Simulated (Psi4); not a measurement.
Psi4 input (wB97X-D/6-311+G**):

```
memory 1500 MB

molecule {
-1 1
C    -0.14705728   -0.01302798    0.65292698
F     0.01653730    1.14223575   -0.25159314
F    -0.01718667   -1.12927050   -0.30451251
H     0.88818797   -0.03851944    1.08738899
symmetry c1
no_reorient
no_com
}

set {
  basis 6-311+G**
  reference rks
  scf_type pk
  dft_radial_points 99
  dft_spherical_points 590
  e_convergence 1e-8
  d_convergence 1e-7
  maxiter 150
}

e = energy('wb97x-d')
print_out(f'\nFINAL {e:.10f} DIPOLE {variable("CURRENT DIPOLE")[0]:.6f} {variable("CURRENT DIPOLE")[1]:.6f} {variable("CURRENT DIPOLE")[2]:.6f}\n')
```

From the last part of the output:

```
       1A    -24.547028     2A    -24.547028     3A    -10.137116
       4A     -1.054822     5A     -1.012244     6A     -0.505165
       7A     -0.339051     8A     -0.338496     9A     -0.296667
      10A     -0.251318    11A     -0.229714    12A     -0.217974
      13A     -0.045247

    Virtual:

      14A      0.243047    15A      0.263010    16A      0.265914
      17A      0.284478    18A      0.420185    19A      0.437912
      20A      0.450307    21A      0.478430    22A      0.520881
      23A      0.522270    24A      0.527590    25A      0.555702
      26A      0.589831    27A      0.601134    28A      0.691053
      29A      0.785424    30A      0.869403    31A      0.903360
      32A      0.906297    33A      1.257561    34A      1.419674
      35A      1.432592    36A      1.558445    37A      1.599892
      38A      1.665733    39A      1.683373    40A      1.697423
      41A      1.754550    42A      1.842563    43A      1.938071
      44A      2.084847    45A      2.178337    46A      2.181470
      47A      2.228898    48A      2.291745    49A      2.731956
      50A      2.970530    51A      3.091417    52A      3.155921
      53A      3.452418    54A      4.128187    55A      4.132746
      56A      4.136254    57A      4.142226    58A      4.146987
      59A      4.239048    60A      4.326872    61A      4.399331
      62A      4.846708    63A      5.058418    64A      6.611231
      65A      6.648010    66A      6.663536    67A      6.719489
      68A      6.758624    69A      6.875252    70A     23.931519
      71A     67.155941    72A     67.181170

    Final Occupation by Irrep:
              A
    DOCC [    13 ]
    NA   [    13 ]
    NB   [    13 ]

  @RKS Final Energy:  -238.34626279932499

   => Energetics <=

    Nuclear Repulsion Energy =             65.1962713366767446
    One-Electron Energy =                -467.1580109240414913
    Two-Electron Energy =                 182.4883798346002948
    DFT Exchange-Correlation Energy =     -18.8726993228446389
    Empirical Dispersion Energy =          -0.0002037237159297
    VV10 Nonlocal Energy =                  0.0000000000000000
    Total Energy =                       -238.3462627993249896

Computation Completed

Properties will be evaluated at   0.000000,   0.000000,   0.000000 [a0]

Properties computed using the SCF density matrix

 Multipole Moments:

 ------------------------------------------------------------------------------------
     Multipole            Electronic (a.u.)      Nuclear  (a.u.)        Total (a.u.)
 ------------------------------------------------------------------------------------

 L = 1.  Multiply by 2.5417464519 to convert [e a0] to [Debye]
 Dipole X            :          0.7818551           -0.0000001            0.7818550
 Dipole Y            :         -0.0011305           -0.0000001           -0.0011307
 Dipole Z            :         -0.4497203            0.0000000           -0.4497203
 Magnitude           :                                                    0.9019684

 ------------------------------------------------------------------------------------

FINAL -238.3462627993 DIPOLE 0.781855 -0.001131 -0.449720

*** Psi4 exiting successfully. Buy a developer a beer!
```

The dipole moment of an ion depends on the origin.
